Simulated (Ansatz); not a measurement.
hcp Tc, treated with LDA in Ansatz (plane waves, PAW).

Settings: plane-wave cutoff 520 eV, 24×24×12 k mesh (along the axes of the cell as run), Fermi–Dirac smearing 0.05 eV, no spin polarisation, scalar-relativistic PAW data made under PBE.

Cell (relaxed at this level):

Space group P6₃/mmc (No. 194); a = 2.7097 Å, b = 2.7097 Å, c = 4.3322 Å, α = 90.00°, β = 90.00°, γ = 120.00°

```tsv
atom	site	symmetry	x	y	z
Tc	2c	-6m2	0.3333	0.6667	0.2500
```

Question: Estimate the bulk modulus and pressure derivative B′ of the bulk modulus that the calculation returns.

Answer: 
- bulk modulus: 343 GPa
- pressure derivative B′ of the bulk modulus: 4.4

The run finds no gap.

Measured, for comparison: bulk modulus 303 GPa (zero-point energy and finite temperature contributions removed; as tabulated in doi:10.1021/acs.jctc.3c00612). Computed (rounded) less measured: bulk modulus +13 %.

Note: the bulk modulus comes from volumes at which shape and atoms were relaxed.

Computing time: about 6 core-minutes (a rough figure).

Ansatz is an electronic-structure program.
